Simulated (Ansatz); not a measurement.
C$_{2}$H$_{4}$O$_{2}$, SMILES `O=CCO`, relaxed with RKS PBE-D4/def2-SVP in Ansatz 0.2.0 from a rough embedded geometry. The force threshold is 0.03 eV/Å; the program also tests the step.

Total charge 0; spin multiplicity 1.

Start:

```xyz
8

O    -1.074   -1.356    0.228
C     0.012   -0.960   -0.105
C     0.350    0.502   -0.089
O    -0.661    1.315    0.223
H     0.826   -1.668   -0.369
H     1.151    0.659    0.672
H     0.812    0.787   -1.050
H    -1.416    0.721    0.489
```

Task: By how much does the energy fall, and how many steps does the optimiser take? (Estimate.)

Result: Computed: 14.99 kJ/mol, in 6 steps, 1 of them rejected.

Task: Which bonds change most? (Estimate.)

Result: Ansatz gave: C3–O4 from 1.335 to 1.389 Å; C3–H7 from 1.103 to 1.123 Å; C2–H5 from 1.111 to 1.128 Å; O1–C2 from 1.203 to 1.219 Å.

Task: Give the relaxed structure. (An estimate is asked.)

Result: Computed: 
```xyz
8

O    -1.112   -1.313    0.198
C     0.018   -0.943   -0.075
C     0.375    0.524   -0.061
O    -0.712    1.317    0.284
H     0.836   -1.670   -0.346
H     1.244    0.643    0.640
H     0.793    0.771   -1.073
H    -1.442    0.670    0.433
```
